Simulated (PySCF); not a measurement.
An element was calculated at PBE (PySCF 2.14, spin-free X2C, a triple-zeta basis, no spin-orbit coupling), in the ground configurations that NIST lists.

- electron affinity: 1.748 eV
- first ionisation energy: 14.039 eV
- second ionisation energy: 35.271 eV
- third ionisation energy: 55.264 eV
- polarisability of the atom: 5.66 bohr³

Task: Which element is it?

Result: Oxygen (O, Z = 8), in x2c-TZVPPall with one added diffuse shell each of s, p, d type. NIST lists 13.618, 35.121, 54.936 eV for these ionisation energies.
